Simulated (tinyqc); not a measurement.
Worked calculation: Pariser-Parr-Pople SCF with singles CI, for the molecule C=C1C=CC=C1 (SMILES; centres numbered as the heavy atoms are written). One step of it, computed by the program tinyqc.

Question. PPP integrals. Ohno: gamma = 14.399645/sqrt(R^2 + a^2), a = 2 x 14.399645/(gamma_rr + gamma_ss); H_rr = -W_r - sum_(s != r) z_s gamma_rs; H_rs = beta for bonds.

Centres (angstrom, eV; a flat drawing with bonds scaled to 1.40 angstrom):
```
centre          x          y  core charge z          W   gamma_rr
1C       2.159000   0.000000              1  12.500000  11.630000
2C       0.759000   0.000000              1  12.500000  11.630000
3C      -0.064000   1.133000              1  12.500000  11.630000
4C      -1.395000   0.700000              1  12.500000  11.630000
5C      -1.395000  -0.700000              1  12.500000  11.630000
6C      -0.064000  -1.133000              1  12.500000  11.630000
```

Resonance integrals (eV):
```
i  j       beta
1  2  -2.390000
2  3  -2.390000
3  4  -2.390000
4  5  -2.390000
5  6  -2.390000
6  2  -2.390000
```

Give: repulsion gamma_rs; core matrix H.

Answer.

repulsion gamma_rs (eV), lower triangle:
```
         1C       2C       3C       4C       5C       6C
1C  11.6300
2C   7.7046  11.6300
3C   5.1697   7.7035  11.6300
4C   3.7616   5.5786   7.7057  11.6300
5C   3.7616   5.5786   5.5779   7.7046  11.6300
6C   5.1697   7.7035   5.5765   5.5779   7.7057  11.6300
```

core matrix H (eV), lower triangle:
```
          1C        2C        3C        4C        5C        6C
1C  -38.0673
2C   -2.3900  -46.7689
3C    0.0000   -2.3900  -44.2333
4C    0.0000    0.0000   -2.3900  -42.8284
5C    0.0000    0.0000    0.0000   -2.3900  -42.8284
6C    0.0000   -2.3900    0.0000    0.0000   -2.3900  -44.2333
```
